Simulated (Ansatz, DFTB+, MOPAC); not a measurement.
Molecule: CH3 (charge -1, singlet). SMILES: [CH3-]

Atoms: C1, H2, H3, H4. Bonds: C1-H2, C1-H3, C1-H4.

Bond lengths (Å) and angles (degrees) optimised at PM3 with MOPAC; PM7 with MOPAC; MNDO with MOPAC; SCC-DFTB with DFTB+; B3LYP/LANL2DZ with Ansatz (a quantum-chemistry and plane-wave program); B3LYP/6-31G* with Ansatz, each started from the B3LYP-D3(BJ)/def2-TZVP structure (Ansatz) of the last column. A row stands for all coordinates that are equal there. 6-31G* holds six Cartesian d functions. No wavenumbers were computed at MNDO, SCC-DFTB, B3LYP/LANL2DZ, so these may be saddle points.

```csv
coordinate,PM3,PM7,MNDO,SCC-DFTB,B3LYP/LANL2DZ,B3LYP/6-31G*,B3LYP-D3(BJ)/def2-TZVP
C1-H2,1.073,1.033,1.077,1.128,1.112,1.133,1.113
H2-C1-H3,114.9,120.0,120.0,100.4,108.5,100.0,104.5
```

Mean signed difference of all 3 bond lengths from B3LYP-D3(BJ)/def2-TZVP: PM3 -0.040 Å, PM7 -0.080 Å, MNDO -0.036 Å, SCC-DFTB 0.015 Å, B3LYP/LANL2DZ -0.001 Å, B3LYP/6-31G* 0.020 Å.
